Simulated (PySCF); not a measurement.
These are PBE-D3(BJ)/def2-TZVP // B3LYP-D3(BJ)/def2-TZVP (PySCF) values and carry that method's errors. Isolated molecules, 0 K electronic values unless said otherwise. Excitations are Tamm–Dancoff values on a coarser integration grid. The basis has no diffuse functions, so Rydberg states are missing or too high.

Reference species (SMILES): `C#CC` (neutral, multiplicity 1).

```
Item                      Value
----------------------  -------
dipole moment            0.86 D
S1 oscillator strength    0.000
HOMO–LUMO gap           6.77 eV
S1 excitation (TDA)     6.77 eV
```

Changed species: `C1C=C1`.

Task: Predict the effect on the dipole moment, S1 oscillator strength, HOMO–LUMO gap and S1 excitation (TDA).

Result: the dipole moment falls by 0.38 D, to 0.48 D; the S1 oscillator strength stays essentially unchanged; the HOMO–LUMO gap decreases by 1.62 eV, to 5.15 eV; the S1 excitation (TDA) falls by 0.43 eV, to 6.34 eV.
